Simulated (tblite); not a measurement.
Species: C5H11P.
Geometry (GFN2-xTB, Å), atoms numbered from 1 in this order:
```xyz
17
C5H11P angstrom
C      2.8151    0.2328   -0.3115
C      1.4673   -0.3333    0.1139
P      0.2240    1.0211    0.4325
C     -1.2747   -0.0422    0.5085
C     -1.8389   -0.6988   -0.7171
C     -2.5698    0.4376   -0.0758
H      2.7184    0.7966   -1.2376
H      3.5336   -0.5696   -0.4700
H      3.2063    0.9011    0.4529
H      1.5766   -0.8938    1.0475
H      1.0748   -1.0152   -0.6454
H      0.0616    1.3619   -0.9195
H     -1.3386   -0.5936    1.4421
H     -1.3582   -0.5163   -1.6682
H     -2.2459   -1.6950   -0.6239
H     -2.5744    1.3879   -0.5899
H     -3.4842    0.2308    0.4599
```

Calculated harmonic vibrations of the isolated species, GFN2-xTB (tblite), most abundant isotopes, no scaling. This tight-binding method is rough: wavenumbers can miss measured ones by several per cent, in bad cases by 10 to 20. Modes of hydrogen on phosphorus can be 10 to 20 % off. One conformer, not necessarily the lowest.

Harmonic wavenumbers (cm⁻¹): 61.6, 84.5, 128.1, 212.1, 268.9, 288.7, 345.5, 652.2, 688.8, 725.8, 803.0, 834.7, 848.8, 856.0, 965.0, 992.5, 1014.0, 1035.4, 1051.2, 1064.6, 1070.7, 1077.3, 1096.1, 1152.1, 1220.3, 1227.7, 1255.5, 1333.2, 1411.1, 1438.9, 1451.7, 1481.5, 1496.7, 1499.8, 2231.8, 2937.0, 2947.9, 3006.6, 3016.5, 3022.2, 3032.5, 3068.1, 3077.0, 3081.0, 3095.5.

A = 6995, B = 1477, C = 1339 MHz; mass 102.060 u (most abundant isotopes); point group C1, symmetry number 1.

Q: What is the zero-point energy?

A: Half the sum of the wavenumbers: 31825 cm⁻¹ = 380.71 kJ/mol.

Q: Entropy at 500 K, 1 bar (ideal gas, RRHO, classical rotation)?

A: Translation 177.29, rotation 121.69, vibration 149.61: S = 448.6 J/(mol K).

Q: And Cp and H(500 K) − H(0)?

A: Cp = 196.94 J/(mol K), of which vibrations give 163.69 (their classical limit is 45 R = 374.2); H(500 K) − H(0) = 56.12 kJ/mol without the zero-point energy, 39.49 from vibrations.

Q: What must be added to the electronic energy to get the Gibbs energy at 500 K and 1 bar?

A: ZPE + [H(500 K) − H(0)] − T·S = 380.71 + 56.12 − 224.30 = 212.53 kJ/mol.

Q: How do the functions run with temperature in this model?

A: 
```
 T (K)  S (J/(mol K))  Cp (J/(mol K))  H − H(0) (kJ/mol)  G − H(0) (kJ/mol)  ln q(vib)
    50          230.9            49.0               1.96              -9.58       0.31
   100          270.1            65.4               4.84             -22.17       1.15
298.15          366.0           125.7              23.27             -85.87       4.75
373.15          397.3           154.1              33.76            -114.50       6.12
   750          540.8           257.4             113.49            -292.12      13.26
  1000          620.7           297.3             183.15            -437.54      17.89
```

q(vib) and H(0) count from the zero-point level.

Hindered rotation and anharmonicity are outside this model. Other conformers, if any are populated, would add a mixing term that is left out. The structure is chiral; the term R ln 2 for an equal mix with its mirror image is left out.
